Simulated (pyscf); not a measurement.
**Four-centre exchange: HO–SiH•–Cl + hydrogen fluoride (HF) → HO–SiH•–F + hydrogen chloride (HCl)**

Gas phase, doublet surface, charge 0. Bonds broken: Si2–Cl3, H5–F7. Bonds formed: Si2–F7, Cl3–H5. Single points on ωB97X-D3(BJ)/def2-SVP structures (PySCF, gas phase). Correlated levels are frozen-core, on RHF or UHF. ΔMP2 is the change of the MP2 total energy from the triple- to the quadruple-zeta basis.

Transition state (Å):

```xyz
7

O      0.0491     1.0229    -0.7423
Si     0.3120    -0.5613    -0.3475
Cl    -0.9498    -1.0472     1.7481
H     -0.7627     1.1970    -1.2342
H     -1.6443    -1.1604     0.4714
H      1.5428    -0.4385     0.5272
F     -1.4825    -1.0351    -0.7598
```

One imaginary mode, 642i cm⁻¹; descent along it reached the two sides named, in the forms told below.

```
bond     change  reactant side (Å)  saddle  product side
-------  ------  -----------------  ------  ------------
Si2–Cl3  breaks              2.118   2.494           3.8
H5–F7    breaks              0.935   1.248         1.958
Si2–F7    forms                3.3   1.901         1.651
Cl3–H5    forms              2.251   1.458         1.288
```

Electronic energies relative to the separated reactants (kcal/mol):

```tsv
level	barrier	reaction energy	reverse barrier
ωB97X-D3(BJ)/def2-TZVP	22.7	-6.5	29.1
PBE/def2-TZVP	15.3	-7.8	23.1
r²SCAN/def2-TZVP	17.4	-8.7	26.1
B3LYP-D3(BJ)/def2-TZVP	20.4	-8.8	29.2
PBE0-D3(BJ)/def2-TZVP	19.7	-6.7	26.5
M06-2X/def2-TZVP	21.8	-8.6	30.4
ωB97M-D3(BJ)/def2-TZVP	20.5	-8.7	29.2
HF/def2-TZVP	39.7	-11.1	50.8
MP2/def2-QZVPP	24.3	-7.3	31.6
CCSD/def2-TZVPP	27.8	-8.9	36.6
CCSD(T)/def2-TZVPP	25.0	-8.4	33.4
CCSD(T)/def2-TZVPP + ΔMP2(QZVPP)	25.1	-8.0	33.2
```

With CCSD(T)/def2-TZVPP + ΔMP2(QZVPP) energies and thermal terms (ideal gas, 1 atm, RRHO with modes under 100 cm⁻¹ raised to 100, one conformer, R ln 2 for chiral ones without a mode under 150 cm⁻¹), in kcal/mol:

| T (K) | ΔH‡ | ΔG‡ | ΔH | ΔG |
|---|---|---|---|---|
| 298 | 23.0 | 33.8 | -9.1 | -9.2 |
| 600 | 22.8 | 44.9 | -9.3 | -9.3 |
| 900 | 23.1 | 55.9 | -9.3 | -9.2 |
| 1200 | 23.6 | 66.7 | -9.3 | -9.2 |

On the reactant side the descent ends in a complex, 7.1 kcal/mol under the separated species and 29.8 kcal/mol under the saddle at ωB97X-D3(BJ)/def2-TZVP. The same reactants have a lower exit, to H₂O + F–SiH•–Cl (barrier +14.1 kcal/mol at ωB97M-D3(BJ)/def2-TZVP, against +20.5 kcal/mol here). This is the saddle that the search found; another between the same sides may lie lower. The CCSD(T) − MP2 part came from Ansatz, without density fitting, on the same reference.
